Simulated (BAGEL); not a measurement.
# HF/3-21G (density fitting with qzvpp-jkfit) run of NO+ (nitrosonium)

Aim: the energy change on altering one bond length of NO+ (nitrosonium) at HF/3-21G (density fitting with qzvpp-jkfit), from 2 runs. 

The results are computed with BAGEL 1.2.2.

## Step 1: The molecule

NO+ has 2 atoms, charge +1, and is taken as a singlet. As SMILES, `N#[O+]`. Geometry: the measured bond length.

Bond lengths: N1–O2 1.063 Å.

## Step 2: The energy at HF/3-21G (density fitting with qzvpp-jkfit)

input.json

```json
{ "bagel": [

{
  "title": "molecule",
  "basis": "3-21g",
  "df_basis": "qzvpp-jkfit",
  "angstrom": true,
  "geometry": [
    { "atom": "N", "xyz": [    0.000000,    0.000000,    0.000000 ] },
    { "atom": "O", "xyz": [    0.000000,    0.000000,    1.063220 ] }
  ]
},
{
  "title": "hf",
  "charge": 1
},
{
  "title": "print",
  "file": "orbitals.molden",
  "orbitals": true
}

]}
```

Started as:

```sh
$ BAGEL_NUM_THREADS=1 BAGEL input.json > input.out
```

Standard output:

```text
* using 1 threads per process

  ===============================================================
  ===============================================================

  *** Geometry ***

  { "atom" : "N", "xyz" : [      0.000000,      0.000000,      0.000000 ] },
  { "atom" : "O", "xyz" : [      0.000000,      0.000000,      2.009195 ] },

  Number of auxiliary basis functions:      154

  Since a DF basis is specified, we compute 2- and 3-index integrals:
    o Being stored without compression. Storage requirement is 0.000 GB

  Number of basis functions:       18
  Number of electrons      :       15

    * METHOD: MOLECULE                             0.02

  *** RHF ***

  === Nuclear Repulsion ===
    27.8718645224

      * DIIS with orbital gradients will be used.

  === RHF iteration (3-21g) ===
      0       -128.09689210          0.03484055           0.00
      1       -128.12382835          0.02700880           0.00
      2       -128.13576892          0.00673876           0.00
      3       -128.13658073          0.00048924           0.00
      4       -128.13659479          0.00005434           0.00
      5       -128.13659493          0.00000659           0.00
      6       -128.13659493          0.00000138           0.00
      7       -128.13659493          0.00000033           0.00
      8       -128.13659493          0.00000008           0.00
      9       -128.13659493          0.00000003           0.00
     10       -128.13659493          0.00000000           0.00
    * SCF iteration converged.

    * Permanent dipole moment:
           (   -0.000000,     0.000000,     0.364225) a.u.

    * METHOD: HF                                   0.03

    * METHOD: PRINT                                0.00

  ===============================================================
```

Wall time 0.2 s (1 thread of Arm Neoverse V2, shared host).

## Step 3: The distorted shape, same level

hf.json

```json
{ "bagel": [

{
  "title": "molecule",
  "basis": "3-21g",
  "df_basis": "qzvpp-jkfit",
  "angstrom": true,
  "geometry": [
    { "atom": "N", "xyz": [       0.000000,       0.000000,      -0.159480 ] },
    { "atom": "O", "xyz": [       0.000000,       0.000000,       1.063220 ] }
  ]
},

{
  "title": "hf",
  "charge": 1
},

{
  "title": "print",
  "file": "orbitals.molden",
  "orbitals": true
}

]}
```

Started as:

```sh
$ BAGEL_NUM_THREADS=1 BAGEL hf.json > hf.out
```

Standard output:

```text
* using 1 threads per process

  ===============================================================
  ===============================================================

  *** Geometry ***

  { "atom" : "N", "xyz" : [      0.000000,      0.000000,     -0.301374 ] },
  { "atom" : "O", "xyz" : [      0.000000,      0.000000,      2.009195 ] },

  Number of auxiliary basis functions:      154

  Since a DF basis is specified, we compute 2- and 3-index integrals:
    o Being stored without compression. Storage requirement is 0.000 GB

  Number of basis functions:       18
  Number of electrons      :       15

    * METHOD: MOLECULE                             0.02

  *** RHF ***

  === Nuclear Repulsion ===
    24.2364633986

      * DIIS with orbital gradients will be used.

  === RHF iteration (3-21g) ===
      0       -128.00511906          0.04988214           0.00
      1       -127.97543273          0.07667889           0.00
      2       -128.06988710          0.00350119           0.00
      3       -128.07022243          0.00053652           0.00
      4       -128.07024364          0.00020360           0.00
      5       -128.07024643          0.00007846           0.00
      6       -128.07024693          0.00001085           0.00
      7       -128.07024694          0.00000437           0.00
      8       -128.07024694          0.00000083           0.00
      9       -128.07024694          0.00000005           0.00
     10       -128.07024694          0.00000001           0.00
     11       -128.07024694          0.00000000           0.00
    * SCF iteration converged.

    * Permanent dipole moment:
           (    0.000000,     0.000000,     0.537856) a.u.

    * METHOD: HF                                   0.03

    * METHOD: PRINT                                0.00

  ===============================================================
```

Wall time 0.2 s (1 thread of Arm Neoverse V2, shared host).

## Step 4: Summary of results

At HF/3-21G (density fitting with qzvpp-jkfit):

```
                                                         quantity          value
                                        first shape: total energy  -128.13659 Eh
                                         first shape: HOMO energy      -31.18 eV
                                         first shape: LUMO energy       -8.45 eV
                                       first shape: HOMO–LUMO gap       22.73 eV
                                    distorted shape: total energy  -128.07025 Eh
                                     distorted shape: HOMO energy      -29.39 eV
                                     distorted shape: LUMO energy      -10.50 eV
                                   distorted shape: HOMO–LUMO gap       18.89 eV
energy change with the N1–O2 bond stretched from 1.063 to 1.223 Å       1.805 eV
```

In words: With the N1–O2 bond stretched from 1.063 to 1.223 Å the energy rises by 1.81 eV (174 kJ/mol). The first shape isn't relaxed at this level, so the change isn't measured from a minimum.
